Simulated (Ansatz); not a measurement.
allene (SMILES C=C=C) moved off its minimum; all values from Ansatz (an electronic-structure program), cores frozen in correlated methods.
(charge 0, multiplicity 1)
```xyz
7

C      1.3550    -0.1167    -0.0739
C     -0.0535     0.0459     0.0314
C     -1.5650    -0.0609    -0.1129
H      1.7423    -0.6599    -0.4307
H      1.7250     0.5885     0.7251
H     -1.8985     0.7311    -0.5325
H     -1.9351    -0.6399     0.5846
```

Question: Give the forces (eV/Å), the total energy and the dipole at CCSD(T)/cc-pVTZ.

Answer: 
```
atom       Fx       Fy       Fz
----  -------  -------  -------
C1    -21.630   25.405   18.110
C2     -1.535   -2.028   -1.987
C3     11.513   -1.352    0.560
H4     16.629  -23.140  -15.787
H5      0.595   -1.056   -1.147
H6     -3.070    4.859   -2.985
H7     -2.503   -2.688    3.235
```
Energy -116.2143 hartree, dipole 0.29 D.

Doubts at one or more of the structures used: a restricted determinant that unrestricted orbitals would lower (CCSD(T)/cc-pVTZ).
